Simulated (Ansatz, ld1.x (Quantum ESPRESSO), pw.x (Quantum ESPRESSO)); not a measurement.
## Tc: one change to the TM potential, in the atom and in the sc crystal

technetium, norm-conserving Troullier–Martins (Kleinman–Bylander form), made with ld1.x (Quantum ESPRESSO) 7.5 (LDA (PW92), scalar-relativistic). Core [Kr], reference 4d5 5s2 5p0. Waves: 5p (bound, empty): rc 3.45 bohr; 4d (bound): rc 1.70 bohr; 5s (bound): rc 2.30 bohr. Local part: the s channel. Core correction: a·sin(br)/r model core inside 0.95 bohr.

Change: wave 5p (bound): rc 3.45 bohr becomes 5p (bound): rc 2.42 bohr.

Cutoffs, loose and tight: the cutoffs (Ry, on a coarse ladder) from which the occupation-weighted sum of valence levels, in a spherical-Bessel basis at the reference potential, stays within 10 and 1 mRy of its value at 400 Ry. They do not see the model core or the augmentation charge, which bear on the density cutoff. Test errors are all-electron minus pseudo excitation energies from the reference, over the configurations 4d5 5s1 5p0; 4d5 5s0 5p0; 4d4 5s0 5p0; 4d5.5 5s1.5 5p0; 4d5 5s1 5p1; 4d5 5s0 5p1; 4d5 5s0 5p2 (two spin-polarised tests are not counted in the largest error); variants that change the core or the reference have their own tests.

Crystal test: sc Tc in pw.x 7.5, no spin, 13³ k-points, Fermi–Dirac smearing 0.01 Ry, cutoffs set for each file from its atomic test. The reference is all-electron LAPW (Ansatz 0.2.0) with the same functional, mesh and smearing; V0 and B0 come from Birch–Murnaghan fits to the pressures at five volumes. Errors are pseudo minus all-electron; Δ is the rms difference of the E(V) curves that follow from these fits, minima aligned, over ±6 % about the mean V0. Mesh and smearing are coarse, so the numbers serve the comparison and aren't converged zero-temperature values; the lattice is a test structure that the element need not adopt.

All-electron: a0 = 2.489 Å (V0 = 15.42 Å³/atom), B0 = 257.1 GPa.

Question: Does the change bring the crystal closer to the all-electron result?

Answer: The mean pressure error goes from +19.71 to +21.93 GPa, so the change moves the solid further from the all-electron pressures. Neither pressure curve crosses zero within the volumes sampled, so no fits are given.

```csv
quantity,base,changed
outcome (atom),generated,generated
"cutoff, loose (atom)",45 Ry,45 Ry
"cutoff, tight (atom)",55 Ry,55 Ry
bound ghosts (atom),none,none
largest test error (meV) (atom),-238,-238
cutoffs in pw.x (Ry),70/280,70/280
mean pressure error (GPa),+19.71,+21.93
```

Base: The largest radius (3.45 bohr) exceeds half the bond length (2.35 bohr), so the spheres overlap, which is one possible source of error among others. This is a poor potential for the solid. Changed file: This is a poor potential for the solid. The atomic cutoffs weigh occupied waves only.
